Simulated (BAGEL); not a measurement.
**BNH6 (SMILES [BH3-][NH3+]): a chain of runs**

We compute the energy (HF/3-21G), then state gradients and their coupling (CASPT2(2,2)/3-21G) of BNH6. 

The results are computed with BAGEL 1.2.2.

7 further runs of the same task are left out: 3 that didn't finish, 4 set aside as unsound or not needed.

### 1 The system as given

BNH6: 8 atoms, total charge 0, spin state singlet. As SMILES, `[BH3-][NH3+]`. Geometry: relaxed at PBE0-D4/def2-TZVP.

Bond lengths: B1–N2 1.639 Å, B1–H3 1.212 Å, B1–H4 1.212 Å, B1–H5 1.212 Å, N2–H6 1.015 Å, N2–H7 1.015 Å, N2–H8 1.015 Å. Some angles: B1–N2–H6 110.9°, B1–N2–H7 110.9°, B1–N2–H8 110.9°, N2–B1–H3 105.3°, N2–B1–H4 105.3°, N2–B1–H5 105.3°, H6–N2–H7 108.0°, H6–N2–H8 108.0°, H7–N2–H8 108.0°, H3–B1–H4 113.3°.

### 2 The energy at HF/3-21G (density fitting with tzvpp-jkfit) (run 1)

input.json

```json
{ "bagel" : [

{
  "title" : "molecule",
  "basis" : "3-21g",
  "df_basis" : "tzvpp-jkfit",
  "angstrom" : false,
  "geometry" : [
    { "atom" : "B", "xyz" : [    -0.36150461,     0.47394331,    -1.46529364 ] },
    { "atom" : "N", "xyz" : [     0.39022844,    -0.48206913,     1.38271261 ] },
    { "atom" : "H", "xyz" : [    -0.14777658,    -1.37647651,    -2.79868439 ] },
    { "atom" : "H", "xyz" : [    -2.51824903,     1.22775506,    -1.29861979 ] },
    { "atom" : "H", "xyz" : [     1.14215047,     2.12896545,    -1.96229161 ] },
    { "atom" : "H", "xyz" : [     0.26607344,     0.95809115,     2.64315993 ] },
    { "atom" : "H", "xyz" : [     2.18565724,    -1.15518958,     1.42731014 ] },
    { "atom" : "H", "xyz" : [    -0.78234662,    -1.88311208,     1.96626003 ] }
  ]
},

{ "title" : "hf" },

{ "title" : "print", "file" : "orbitals.molden", "orbitals" : true }

]}
```

On the command line:

```bash
$ BAGEL_NUM_THREADS=1 BAGEL input.json > input.out
```

The log of the run:

```text
* using 1 threads per process

  ===============================================================
  ===============================================================

  *** Geometry ***

  { "atom" : "B", "xyz" : [     -0.361505,      0.473943,     -1.465294 ] },
  { "atom" : "N", "xyz" : [      0.390228,     -0.482069,      1.382713 ] },
  { "atom" : "H", "xyz" : [     -0.147777,     -1.376477,     -2.798684 ] },
  { "atom" : "H", "xyz" : [     -2.518249,      1.227755,     -1.298620 ] },
  { "atom" : "H", "xyz" : [      1.142150,      2.128965,     -1.962292 ] },
  { "atom" : "H", "xyz" : [      0.266073,      0.958091,      2.643160 ] },
  { "atom" : "H", "xyz" : [      2.185657,     -1.155190,      1.427310 ] },
  { "atom" : "H", "xyz" : [     -0.782347,     -1.883112,      1.966260 ] },

  Number of auxiliary basis functions:      260

  Since a DF basis is specified, we compute 2- and 3-index integrals:
    o Being stored without compression. Storage requirement is 0.002 GB

  Number of basis functions:       30
  Number of electrons      :       18

    * METHOD: MOLECULE                             0.05

  *** RHF ***

  === Nuclear Repulsion ===
    40.7545627806

      * DIIS with orbital gradients will be used.

  === RHF iteration (3-21g) ===
      0        -82.10883320          0.02688470           0.00
      1        -82.15912221          0.00875456           0.00
      2        -82.16426510          0.00276588           0.00
      3        -82.16478541          0.00035021           0.00
      4        -82.16479938          0.00008753           0.00
      5        -82.16480069          0.00001158           0.00
      6        -82.16480071          0.00000267           0.00
      7        -82.16480072          0.00000027           0.00
      8        -82.16480072          0.00000008           0.00
      9        -82.16480072          0.00000003           0.00
     10        -82.16480072          0.00000000           0.00
    * SCF iteration converged.

    * Permanent dipole moment:
           (   -0.572436,     0.727850,    -2.168348) a.u.

    * METHOD: HF                                   0.07

    * METHOD: PRINT                                0.00

  ===============================================================
```

Run time: 0.28 s. Hardware: 1 thread of Arm Neoverse V1, shared host.

### 3 State gradients and their coupling at CASPT2(2,2)/3-21G (density fitting with tzvpp-jkfit, 2 states averaged) (run 2)

input.json

```json
{ "bagel": [

{
  "title": "molecule",
  "basis": "3-21g",
  "df_basis": "tzvpp-jkfit",
  "angstrom": "false",
  "geometry": [
    { "atom": "B", "xyz": [ -0.36150461,  0.47394331, -1.46529364 ] },
    { "atom": "N", "xyz": [  0.39022844, -0.48206913,  1.38271261 ] },
    { "atom": "H", "xyz": [ -0.14777658, -1.37647651, -2.79868439 ] },
    { "atom": "H", "xyz": [ -2.51824903,  1.22775506, -1.29861979 ] },
    { "atom": "H", "xyz": [  1.14215047,  2.12896545, -1.96229161 ] },
    { "atom": "H", "xyz": [  0.26607344,  0.95809115,  2.64315993 ] },
    { "atom": "H", "xyz": [  2.18565724, -1.15518958,  1.42731014 ] },
    { "atom": "H", "xyz": [ -0.78234662, -1.88311208,  1.96626003 ] }
  ]
},
{
  "title": "hf"
},
{
  "title": "forces",
  "dipole": "true",
  "grads": [
    {
      "title": "force",
      "target": 0
    },
    {
      "title": "force",
      "target": 1
    },
    {
      "title": "nacme",
      "target": 0,
      "target2": 1,
      "nacmtype": "full"
    }
  ],
  "method": [
    {
      "title": "caspt2",
      "smith": {
        "method": "caspt2",
        "ms": "true",
        "xms": "true",
        "sssr": "true",
        "shift": 0.3,
        "shift_imag": "true",
        "ncore": 2
      },
      "nstate": 2,
      "nact": 2,
      "nclosed": 8,
      "active": [4, 10],
      "thresh": 1.0e-7,
      "maxiter": 200,
      "natocc": "true"
    }
  ]
}

]}
```

On the command line:

```bash
$ BAGEL_NUM_THREADS=1 BAGEL input.json > input.out
```

The log of the run:

```text
* using 1 threads per process

  ===============================================================
  ===============================================================

  *** Geometry ***

  { "atom" : "B", "xyz" : [     -0.361505,      0.473943,     -1.465294 ] },
  { "atom" : "N", "xyz" : [      0.390228,     -0.482069,      1.382713 ] },
  { "atom" : "H", "xyz" : [     -0.147777,     -1.376477,     -2.798684 ] },
[... 4 lines of this table left out ...]
  { "atom" : "H", "xyz" : [     -0.782347,     -1.883112,      1.966260 ] },

  Number of auxiliary basis functions:      260

  Since a DF basis is specified, we compute 2- and 3-index integrals:
    o Being stored without compression. Storage requirement is 0.002 GB

  Number of basis functions:       30
  Number of electrons      :       18

    * METHOD: MOLECULE                             0.05

  *** RHF ***

  === Nuclear Repulsion ===
    40.7545627806

      * DIIS with orbital gradients will be used.

  === RHF iteration (3-21g) ===
      0        -82.10883320          0.02688470           0.00
      1        -82.15912221          0.00875456           0.00
      2        -82.16426510          0.00276588           0.00
[... 7 lines of this table left out ...]
     10        -82.16480072          0.00000000           0.00
    * SCF iteration converged.

    * Permanent dipole moment:
           (   -0.572436,     0.727850,    -2.168348) a.u.

    * METHOD: HF                                   0.07

  The gradients will be computed analytically.
  ---------------------------
      CASSCF calculation
  ---------------------------

    ==== Active orbitals : =====
         Orbital 4
         Orbital 10
    ============================

    * nstate   :      2
    * nclosed  :      8
    * nact     :      2
    * nvirt    :     20
  === CASSCF iteration (3-21g) ===

    * Using the second-order algorithm

      0  0       -82.16517659     2.06e-02      0.00
      0  1       -81.54452138     0.00e+00      0.00

[... 19 lines of this table left out ...]
      7  1       -81.79813629     0.00e+00      0.02

    * Second-order optimization converged. *

     guess   0:   closed 1.                   open ..
     guess   1:   closed ..                   open 11

  === FCI iteration ===

      0  0       -82.15851526     3.10e-03      0.00
      0  1 *     -81.79813629     5.83e-08      0.00

      1  0 *     -82.15855636     1.11e-16      0.00
      1  1 *     -81.79813629     8.72e-17      0.00

     * ci vector, state   0, <S^2> = 0.0000
       2.     0.9999780381

     * ci vector, state   1, <S^2> = 0.0000
       ab     0.7071067809
       ba     0.7071067809

  === DF-CASPT2Grad calculation ===

    * freezing 2 orbitals
    * SS-SR internal contraction is used

    * Approximate memory requirement for SMITH calulation per MPI process:
      o Storage requirement for T-amplitude, lambda, and residual is 0.00 GB
      o Storage requirement for MO integrals is 0.00 GB
      o Storage requirement for SMITH-computed gradient tensors is 0.00 GB

  ++ State-averaged Fock matrix over basis states ++

                         0                   1
     0       -0.7428430069        0.0000080690
     1        0.0000080690       -0.2110408838

  ++ Extended multi-state CASPT2 (XMS-CASPT2) rotation matrix ++

                         0                   1
     0       -0.9999999999       -0.0000151730
     1        0.0000151730       -0.9999999999

  ++ Reference energies in XMS basis ++

                         0                   1
     0      -82.1585563598       -0.0000054686
     1       -0.0000054686      -81.7981362889

    * Calculating and saving rdm4

    * Zeroth order energy : state  0       -0.7428430071
    * Zeroth order energy : state  1       -0.2110408837

    * CASPT2 iteration is performed using orthogonal basis

      -------------------------------------------  CASPT2 iteration  ---------------------------------------------------
       #      aibj      arbs      arbi      airj      risj      airs      arst      rist         Etot      error   time
      ------------------------------------------------------------------------------------------------------------------

       0  -0.12922  -0.00991  -0.02407  -0.01784  -0.00146  -0.00540  -0.00142  -0.00037   -0.1896863  0.0003311   0.01
       1  -0.12922  -0.00991  -0.02407  -0.01785  -0.00146  -0.00540  -0.00142  -0.00037   -0.1896983  0.0000063   0.01
       2  -0.12922  -0.00991  -0.02407  -0.01785  -0.00146  -0.00540  -0.00142  -0.00037   -0.1896983  0.0000001   0.01
[... 5 lines of this table left out ...]
       3  -0.12926  -0.00146  -0.03434  -0.01664  -0.00018  -0.02108  -0.00264  -0.00077   -0.2063563  0.0000000   0.01

      ------------------------------------------------------------------------------------------------------------------

    * CASPT2 energy : state  0      -82.3510434885
        w/o shift correction        -82.3482546823
        reference weight              0.9349590702

    * CASPT2 energy : state  1      -82.0092846635
        w/o shift correction        -82.0044925456
        reference weight              0.9185418063

    * MS-CASPT2 Heff
            -82.3510434885       -0.0000053381
             -0.0000053381      -82.0092846635

    * MS-CASPT2 rotation matrix
             -0.9999999999        0.0000156194
             -0.0000156194       -0.9999999999

    * XMS-CASPT2 rotation matrix
              1.0000000000       -0.0000004465
              0.0000004465        1.0000000000

    * MS-CASPT2 energy : state  0      -82.3510434886
    * MS-CASPT2 energy : state  1      -82.0092846634

[... 1 line left out ...]
       #      aibj      arbs      arbi      airj      risj      airs      arst      rist         Etot      error   time
[... 19 lines left out ...]
    * CASPT2 energy:  -82.351043488605
    * Permanent dipole moment: CASPT2 unrelaxed dipole moment: 0
[... 3 lines left out ...]
       #      aibj      arbs      arbi      airj      risj      airs      arst      rist         Etot      error   time
[... 19 lines left out ...]
    * CASPT2 energy:  -82.009284663405
    * Permanent dipole moment: CASPT2 unrelaxed dipole moment: 1
[... 3 lines left out ...]
       #      aibj      arbs      arbi      airj      risj      airs      arst      rist         Etot      error   time
[... 21 lines left out ...]
    * Permanent dipole moment: CASPT2 unrelaxed dipole moment: 1 - 0
[... 2 lines left out ...]
  * CASPT2 dipole moments
[... 1 line left out ...]
    * State             0 :   (   -0.564435,     0.736377,    -2.216105) a.u.
[... 1 line left out ...]
    * State             1 :   (   -0.327104,     0.115034,     0.016798) a.u.
[... 5 lines left out ...]
       #      aibj      arbs      arbi      airj      risj      airs      arst      rist         Etot      error   time
[... 19 lines left out ...]
    * CASPT2 energy:  -82.351043488605
    * Permanent dipole moment: CASPT2 unrelaxed
[... 4 lines left out ...]
         0      0.0005535902     0.0020519343      0.01
         1      0.0001240155     0.0010162072      0.01
         2      0.0000668346     0.0001710082      0.01
[... 6 lines of this table left out ...]
         9      0.0000000415     0.0000000378      0.01
    * Permanent dipole moment: CASPT2 relaxed
           (   -0.569029,     0.717720,    -2.131046) a.u.

  * Nuclear energy gradient

    o Atom   0
        x          0.0021750960
        y         -0.0039983830
        z          0.0134593551
    o Atom   1
        x         -0.0030300927
        y          0.0043431437
        z         -0.0134379490
    o Atom   2
        x          0.0001896347
        y          0.0015900494
        z          0.0017549515
    o Atom   3
        x          0.0028879078
        y         -0.0011283426
        z          0.0002617066
    o Atom   4
        x         -0.0011068161
        y         -0.0019085759
        z          0.0009359178
    o Atom   5
        x          0.0016284326
        y         -0.0108967146
        z         -0.0052799705
    o Atom   6
        x         -0.0115007439
        y          0.0035363998
        z          0.0029612663
    o Atom   7
        x          0.0087565815
        y          0.0084624233
        z         -0.0006552778

      -------------------------------------------  CASPT2 iteration  ---------------------------------------------------
       #      aibj      arbs      arbi      airj      risj      airs      arst      rist         Etot      error   time
      ------------------------------------------------------------------------------------------------------------------

       0  -0.00000  -0.00000  -0.00000  -0.00000  -0.00000  -0.00000  -0.00000  -0.00000   -0.0000000  0.0000000   0.01

       0  -0.00009  -0.00003  -0.00015  -0.00011  -0.00000  -0.00082  -0.00009  -0.00007   -0.0013594  0.0000757   0.01
       1  -0.00009  -0.00003  -0.00015  -0.00011  -0.00000  -0.00082  -0.00009  -0.00007   -0.0013602  0.0000021   0.01
       2  -0.00009  -0.00003  -0.00015  -0.00011  -0.00000  -0.00082  -0.00009  -0.00007   -0.0013602  0.0000001   0.01
       3  -0.00009  -0.00003  -0.00015  -0.00011  -0.00000  -0.00082  -0.00009  -0.00007   -0.0013602  0.0000000   0.01

      ------------------------------------------------------------------------------------------------------------------

               o dshift arbs                                 0.00
               o dshift arbi                                 0.00
               o dshift airj                                 0.00
               o dshift risj                                 0.00
               o dshift airs                                 0.00
               o dshift arst                                 0.00
               o dshift rist                                 0.00
               o dshift aibj                                 0.00
    * CASPT2 energy:  -82.009284663405
    * Permanent dipole moment: CASPT2 unrelaxed
           (   -0.327104,     0.115034,     0.016798) a.u.

  === CASSCF Z-vector iteration ===

         0      0.0008562481     0.0003942633      0.01
         1      0.0003546357     0.0000359221      0.01
         2      0.0002086743     0.0002296521      0.01
[... 12 lines of this table left out ...]
        15      0.0000000064     0.0000000427      0.01
    * Permanent dipole moment: CASPT2 relaxed
           (   -0.283949,     0.053649,     0.204481) a.u.

  * Nuclear energy gradient

    o Atom   0
        x          0.0707683414
        y         -0.0078331389
        z         -0.0738252952
    o Atom   1
        x          0.0018444126
        y         -0.0144997911
        z          0.0578144586
    o Atom   2
        x         -0.0277700745
        y          0.0108835007
        z          0.0354198233
    o Atom   3
        x         -0.0047683956
        y          0.0003401165
        z          0.0051204876
    o Atom   4
        x         -0.0334708059
        y         -0.0047445256
        z          0.0318027248
    o Atom   5
        x          0.0067765583
        y         -0.0458146305
        z         -0.0381080826
    o Atom   6
        x         -0.0525586715
        y          0.0196562441
        z         -0.0010737603
    o Atom   7
        x          0.0391786352
        y          0.0420122249
        z         -0.0171503562

      -------------------------------------------  CASPT2 iteration  ---------------------------------------------------
       #      aibj      arbs      arbi      airj      risj      airs      arst      rist         Etot      error   time
      ------------------------------------------------------------------------------------------------------------------

       0  -0.00000  -0.00027  -0.00691  -0.00332  -0.00003  -0.00377  -0.00046  -0.00012   -0.0148914  0.0001456   0.01
       1  -0.00000  -0.00027  -0.00691  -0.00332  -0.00003  -0.00377  -0.00047  -0.00012   -0.0148933  0.0000024   0.01
       2   0.00000  -0.00027  -0.00691  -0.00332  -0.00003  -0.00377  -0.00047  -0.00012   -0.0148933  0.0000000   0.01
[... 5 lines of this table left out ...]
       3   0.00000  -0.00326  -0.00768  -0.00561  -0.00050  -0.00205  -0.00052  -0.00010   -0.0197195  0.0000000   0.01

      ------------------------------------------------------------------------------------------------------------------

               o dshift arbs                                 0.00
               o dshift arbi                                 0.00
               o dshift airj                                 0.00
               o dshift risj                                 0.00
               o dshift airs                                 0.00
               o dshift arst                                 0.00
               o dshift rist                                 0.00
               o dshift aibj                                 0.00
    * NACME Target states: 0 - 1
    * Energy gap is:       -9.2997313201 eV

    * Permanent dipole moment: Transition dipole moment between 0 - 1
           (   -0.051005,    -0.137814,    -0.033094) a.u.

    * Oscillator strength for transition between 0 - 1  0.005170 a.u.

  === CASSCF Z-vector iteration ===

         0      0.0002156524     0.0004338080      0.01
         1      0.0000861377     0.0003666804      0.01
         2      0.0000511975     0.0000530084      0.01
[... 10 lines of this table left out ...]
        13      0.0000000462     0.0000000201      0.01
    * Permanent dipole moment: CASPT2 relaxed
           (    0.011780,     0.033482,     0.007646) a.u.

  * Nuclear energy gradient

    o Atom   0
        x         -0.0064914626
        y         -0.0187483405
        z         -0.0044937534
    o Atom   1
        x         -0.0121091018
        y         -0.0327408572
        z         -0.0077937135
    o Atom   2
        x         -0.0380274808
        y          0.1425397366
        z         -0.0835157184
    o Atom   3
        x          0.0132529690
        y          0.0360413649
        z          0.0083031115
    o Atom   4
        x          0.1050664001
        y          0.0397758328
        z          0.1273612960
    o Atom   5
        x          0.0030605059
        y         -0.0548696588
        z         -0.0662953397
    o Atom   6
        x          0.0005896505
        y          0.0016699782
        z          0.0003994469
    o Atom   7
        x         -0.0461016639
        y         -0.0617766274
        z          0.0385381647

    * METHOD: FORCES                               1.81

  ===============================================================
```

Run time: 2.1 s. Hardware: 1 thread of Arm Neoverse V1, shared host; peak memory 0.14 GiB.

### 4 Outcome

| quantity | value |
| --- | --- |
| run 1, HF/3-21G: total energy | -82.16480 Eh |
| run 1, HF/3-21G: dipole moment | 5.99 D |
| run 1, HF/3-21G: HOMO energy | -10.95 eV |
| run 1, HF/3-21G: LUMO energy | 5.55 eV |
| run 1, HF/3-21G: HOMO–LUMO gap | 16.50 eV |
| run 2, CASPT2(2,2)/3-21G: energy of the lowest of 2 roots | -82.35104 Eh |
| run 2, CASPT2(2,2)/3-21G: dipole moment (lowest root) | 5.90 D |
| run 2, CASPT2(2,2)/3-21G: largest force on an atom | 0.743 eV/Å |
| run 2, CASPT2(2,2)/3-21G: lowest excitation energy within this active space | 9.30 eV |

The orbitals (run 2, CASPT2(2,2)/3-21G) are averaged over several states, so each root lies above its own optimum (it can stand above Hartree-Fock), and forces and dipoles share that bias. The largest force (run 2, CASPT2(2,2)/3-21G) is 0.74 eV/Å: the shape isn't a stationary point for this species at this level. The basis has no diffuse functions, so Rydberg states are missing or pushed up, and the true lowest state may lie lower.
